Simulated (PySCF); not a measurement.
Species: methylsilylchloride, CH5ClSi.
SMILES: `C[SiH2]Cl`

The closed-shell ground state was solved at several levels (PySCF, density fitting, gas phase, non-relativistic). Isolated species at its PBE0-D3(BJ)/def2-TZVP geometry, gas phase.

```csv
level,basis functions,total energy (Eh),HOMO (eV),LUMO (eV),gap (eV),dipole (D)
KT3/pcSseg-2,192,-796.9663,-7.57,-0.59,6.98,1.92
B97-2/pcSseg-2,192,-790.9542,-8.54,0.32,8.86,2.01
PBE0/pcSseg-2,192,-790.5921,-8.79,0.30,9.09,2.01
```

(1) Estimate the row for wB97X-D/pcSseg-2, a basis of 192 functions; the other rows only guide the guess.

(2) Over all these levels, which gives the widest orbital gap and which the narrowest?

(3) In the pcSseg-2 basis, how does the gap go with the fixed share of exact exchange?

(4) How far do the dipole and the HOMO energy spread over the levels?

Answers

(1) Total energy -790.9048 Eh, HOMO -10.67 eV, LUMO 2.02 eV, gap 12.69 eV, dipole 2.03 D.

(2) wB97X-D/pcSseg-2 (range-separated hybrid) has the widest, 12.69 eV, and KT3/pcSseg-2 (GGA) the narrowest, 6.98 eV. From the narrowest to the widest the HOMO moves by -3.10 eV and the LUMO by +2.61 eV.

(3) KT3 (0 %) 6.98 eV; B97-2 (21 %) 8.86 eV; PBE0 (25 %) 9.09 eV. Each rise in the share widens the gap here.

(4) The dipole runs from 1.92 to 2.03 D (mean 1.99 D) and the HOMO from -10.67 to -7.57 eV.

Note: wB97X-D ran without an empirical dispersion term, which enters the total energy and its gradient alone.
